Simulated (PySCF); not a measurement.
Which level of theory gave which numbers?

Compound: C₃H₉OP.
Bonds: C1–P2, P2–C3, P2–C4, P2–O5 (double). Hydrogens: H6, H7, H8 on C1; H9, H10, H11 on C3; H12, H13, H14 on C4.

The closed-shell ground state was solved 4 times with PySCF (density fitting, gas phase), always in the pcSseg-1 basis (137 functions), with these functionals: B97-2, CAM-B3LYP, LC-wPBE and wB97X-D. Geometry: PBE0-D3(BJ)/def2-SVP; no solvent, vibrations or thermal averaging.

```csv
row,total energy (Eh),HOMO (eV),LUMO (eV),dipole (D)
P,-536.1051,-10.14,3.00,4.45
Q,-536.2684,-7.11,0.88,4.32
R,-536.2273,-8.78,1.65,4.39
S,-536.2523,-9.31,2.64,4.39
```

Q: Which functional belongs to which row?

A: P = LC-wPBE, Q = B97-2, R = CAM-B3LYP, S = wB97X-D. By rising HOMO–LUMO gap: B97-2 (global hybrid, 21 % exact exchange) 7.99 eV; CAM-B3LYP (range-separated hybrid) 10.43 eV; wB97X-D (range-separated hybrid) 11.95 eV; LC-wPBE (range-separated hybrid) 13.14 eV. Total energies of different functionals aren't bounds to one another; each is stationary for its own functional.

Note: wB97X-D ran without an empirical dispersion term, which enters the total energy and its gradient alone.
